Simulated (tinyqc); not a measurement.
Inside a calculation. Method: MP2 on RHF in the sto-6g basis, frozen core, for H2F+, spin multiplicity 1. One step of it, computed by the program tinyqc.

Problem. Orthogonalisation. S = U s U^T; canonical form X = U s^(-1/2), so that X^T S X = 1. Each column of U has its largest component positive (the first on a tie).

overlap S:
```
           1F 1s     1F 2s    1F 2px     1F 2py    1F 2pz     2H 1s      3H 1s
1F 1s   1.000000  0.232479  0.000000   0.000000  0.000000  0.053004   0.053004
1F 2s   0.232479  1.000000  0.000000   0.000000  0.000000  0.465088   0.465088
1F 2px  0.000000  0.000000  1.000000   0.000000  0.000000  0.000000   0.000000
1F 2py  0.000000  0.000000  0.000000   1.000000  0.000000  0.303077  -0.303077
1F 2pz  0.000000  0.000000  0.000000   0.000000  1.000000  0.184774   0.184774
2H 1s   0.053004  0.465088  0.000000   0.303077  0.184774  1.000000   0.245262
3H 1s   0.053004  0.465088  0.000000  -0.303077  0.184774  0.245262   1.000000
```

Give: eigenvalues of S; X.

Solution.

eigenvalues of S: 0.3808  0.4316  0.9068  1.0000  1.0723  1.3232  1.8854

X:
```
              1        2        3       4        5        6       7
1F 1s   -0.3198   0.0000   0.7525  0.0000  -0.6099   0.0000  0.1607
1F 2s    1.1709   0.0000  -0.2261  0.0000  -0.2502   0.0000  0.4397
1F 2px   0.0000   0.0000   0.0000  1.0000   0.0000   0.0000  0.0000
1F 2py   0.0000   0.9165   0.0000  0.0000   0.0000   0.6941  0.0000
1F 2pz   0.4175   0.0000   0.6562  0.0000   0.6802   0.0000  0.1579
2H 1s   -0.6995  -0.8594  -0.1654  0.0000   0.1330   0.3701  0.3783
3H 1s   -0.6995   0.8594  -0.1654  0.0000   0.1330  -0.3701  0.3783
```
